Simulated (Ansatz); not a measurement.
System (SMILES): FOF.
Geometry (B3LYP-D3(BJ)/def2-TZVP, fixed):
```xyz
3

F      0.0392     1.1006    -0.2795
O     -0.0196     0.0082     0.5973
F     -0.0218    -1.1078    -0.2514
```
Charge 0, spin multiplicity 1.

How fast the dipole moment converges with the basis for several methods (Ansatz, a quantum-chemistry and plane-wave program): deviation from each method's own reference, in D. References: HF 0.410 D, the value in aug-pcseg-3; MP2 0.302 D, the value in aug-pcseg-3; PBE 0.267 D, the value in aug-pcseg-3; PBE0 0.312 D, the value in aug-pcseg-3. Cartesian d functions, on some or all atoms, in 6-31G**; all else is spherical. In correlated methods cores are frozen. A restricted Hartree-Fock determinant is unstable towards unrestricted orbitals. No added dispersion term, no relativity. The reference of a correlated method is not its basis-set limit, which lies further on.

```tsv
basis	functions	HF	MP2	PBE	PBE0
3-21G	27	-0.168	-0.126	-0.166	-0.159
cc-pVDZ	42	0.012	-0.019	-0.044	-0.023
6-31G**	45	-0.083	-0.103	-0.125	-0.108
6-311G**	54	0.015	-0.021	-0.031	-0.012
aug-pcseg-1	69	0.005	0.014	0.006	0.007
def2-SVPD	69	-0.022	-0.012	-0.017	-0.017
aug-cc-pVDZ	69	0.005	0.015	0.002	0.004
pcseg-2	90	0.022	0.008	-0.001	0.008
aug-cc-pVTZ	138	0.005	0.004	0.004	0.005
d-aug-cc-pVTZ	186	0.001	0.000	0.000	0.000
def2-QZVPPD	198	0.000	-0.002	-0.001	0.000
aug-cc-pVQZ	240	0.001	0.002	0.000	0.001
```

Mean absolute deviation over 6-311G**, pcseg-2, aug-cc-pVTZ, d-aug-cc-pVTZ: PBE0 0.006, MP2 0.008, PBE 0.009, HF 0.011 D.
